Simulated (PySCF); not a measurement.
# HB–AlH, triplet: the ladder up to RCCSDT

Geometry: a point of a stretch scan, not a stationary point.

```xyz
4

B     0.0000    0.0000    1.0836
Al    0.0000    0.0000   -0.8252
H     0.0000    0.0000    2.1376
H     0.0000    0.0000   -2.3960
```

Basis 6-31G; PySCF 2.14.0. Only valence electrons are correlated (noble-gas cores frozen), which leaves 8 electrons in 20 orbitals. Prefix R: restricted or restricted open-shell reference; prefix U: unrestricted.

Full CI isn't at hand for all of this; RCCSDT serves as the reference. It lacks quadruple excitations. The frozen core follows each run's orbitals, which can shift R against U totals by a few meV.

* UHF ⟨S²⟩: 2.015
* T1 diagnostic (ROHF- or RHF-based CCSD): 0.0215
* largest doubles amplitude (ROHF- or RHF-based CCSD): 0.105
* T1 diagnostic (UCCSD): 0.0145

| level | E − E(RCCSDT) (kJ/mol) | share of correlation (%) | wall time |
| --- | --- | --- | --- |
| RHF | 260.0 | 0.00 | – |
| UHF | 252.2 | 3.00 | – |
| RMP2 | 70.4 | 72.91 | – |
| UMP2 | 68.1 | 73.82 | – |
| RCCSD | 8.4 | 96.76 | – |
| UCCSD | 8.3 | 96.81 | – |
| RCCSD(T) | 2.2 | 99.16 | 0.68 s |
| UCCSD(T) | 2.2 | 99.17 | 0.47 s |
| UCCSDT | 0.0 | 100.01 | 12 s |

The correlation energy at RCCSDT, counted from RHF, is -2.694 eV. That run took 11 s on 1 thread of Arm Neoverse N1, shared host.

Times are those of the correlated step on a shared host, with one SCF added for the restricted CCSD run; they ran on 1 thread of Arm Neoverse N1.
